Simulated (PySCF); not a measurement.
Exercise with solution: entropy of an ideal gas

C2H6O, SMILES OCC.

Coordinates come from a PBE0-D3(BJ)/def2-TZVP optimisation. The values are those of a single conformer.

PySCF with PBE0-D3(BJ)/def2-TZVP gives the harmonic wavenumbers 267, 287, 425, 804, 901, 1066, 1102, 1147, 1281, 1372, 1395, 1421, 1481, 1486, 1512, 3003, 3041, 3090, 3117, 3132, 3859 cm⁻¹ and the rotational temperatures 1.6637, 0.4456, 0.3934 K. The molar mass is 46.07 g/mol, the symmetry number 1, the spin multiplicity 1.

Work out the entropy at 298.15 K and 1 atm in the rigid-rotor, harmonic-oscillator model.


Translation (Sackur–Tetrode at 1 atm): S = R[1.5 ln M + 2.5 ln T − 1.16487] = 156.5 J/(mol K).
Rotation: q = (√π/σ) T^1.5/√(θA θB θC) = 16900, S = R[ln q + 3/2] = 93.4 J/(mol K).
Vibration: with u = 1.4388 ν/T, each mode gives R[u/(e^u − 1) − ln(1 − e^−u)]:
| ν (cm⁻¹) | modes | u | S (J/(mol K)) |
|---|---|---|---|
| 267 | 1 | 1.29 | 6.76 |
| 287 | 1 | 1.38 | 6.24 |
| 425 | 1 | 2.05 | 3.66 |
| 804 | 1 | 3.88 | 0.85 |
| 901 | 1 | 4.35 | 0.58 |
| 1066 | 1 | 5.14 | 0.30 |
| 1102 | 1 | 5.32 | 0.26 |
| 1147 | 1 | 5.54 | 0.22 |
| 1281 | 1 | 6.18 | 0.12 |
| 1372 | 1 | 6.62 | 0.08 |
| 1395 | 1 | 6.73 | 0.08 |
| 1421 | 1 | 6.86 | 0.07 |
| 1481 | 1 | 7.15 | 0.05 |
| 1486 | 1 | 7.17 | 0.05 |
| 1512 | 1 | 7.30 | 0.05 |
The stiffer modes add less than 0.005 each. Sum 19.4 J/(mol K).
Spin: R ln 1 = 0.0 J/(mol K).
Total 269.3 J/(mol K); the program's own thermochemistry gives 269.3. Translation makes up 58 % and vibration 7 %. Anharmonicity, hindered rotation and orbital degeneracy are left out.
